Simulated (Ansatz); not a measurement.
Write a Python script for the Python package of Ansatz (0.2.0) that makes the interaction energy of a dimer with the counterpoise correction of H2S, SMILES S. Level of theory (for the species named): CCSD(T), def2-SVPD basis, multiplicity 1.

| atom | x (Å) | y (Å) | z (Å) |
| --- | --- | --- | --- |
| S | 0.4890 | -0.2770 | 0.2407 |
| H | 0.0977 | 0.9873 | 0.1611 |
| H | -0.5867 | -0.7103 | -0.4018 |

`h2s_dimer.py`:
```python
'''Interaction energy of two H2S molecules, with the counterpoise correction.'''

import ansatz as az

FIRST = [
    ('S', (0.489, -0.277, 0.2407)),
    ('H', (0.0977, 0.9873, 0.1611)),
    ('H', (-0.5867, -0.7103, -0.4018)),
]
SECOND = [
    ('S', (-0.8885, 0.4814, -3.0771)),
    ('H', (-1.2034, 0.0785, -1.8539)),
    ('H', (0.4063, 0.5166, -2.7943)),
]

def energy(atoms, ghosts=()):
    molecule = az.Crystal.molecule()
    for symbol, xyz in atoms:
        molecule = molecule.atom(symbol, xyz)
    calc = (
        molecule.calculation()
        .basis(gaussian='def2-SVPD')
        .correlation('CCSD(T)')
        .scf(lower_state_search='standard')
    )
    deck = calc.input()
    if ghosts:
        deck = deck.set(az.key.basis.gaussian.ghost_atoms, [{'symbol': s, 'position_ang': list(xyz)} for s, xyz in ghosts])
    return az.Session.from_dict(deck).plan().execute().report['free_energy_ev']


def main() -> None:
    # monomers in their own basis and in the basis of the dimer
    both = energy(FIRST + SECOND)
    alone = energy(FIRST) + energy(SECOND)
    ghosted = energy(FIRST, SECOND) + energy(SECOND, FIRST)
    print(f'dimer {both:.6f} eV')
    print(f'interaction, uncorrected   {96.485332 * (both - alone):8.3f} kJ/mol')
    print(f'interaction, counterpoise  {96.485332 * (both - ghosted):8.3f} kJ/mol')
    print(f'basis-set superposition    {96.485332 * (alone - ghosted):8.3f} kJ/mol')


if __name__ == '__main__':
    main()
```

Output of `python h2s_dimer.py`:
```text
dimer -21701.308826 eV
interaction, uncorrected      7.100 kJ/mol
interaction, counterpoise    14.287 kJ/mol
basis-set superposition       7.188 kJ/mol
```

Uncorrected it is 7.100 kJ/mol, with the counterpoise correction 14.287 kJ/mol; the difference, 7.19 kJ/mol, is the superposition error. In this basis both values are repulsive.

These settings explore the input space; basis and method may be short of convergence. The dimer is a generated trial pose of unrelaxed monomers, not a minimum, so the figure is no binding energy, and the basis set is small. Timing: 6.7 s on 1 thread of Arm Neoverse V1, on a shared host, peak memory 0.31 GiB.

(Lines on the test bed's own set-up are left out of the output.)
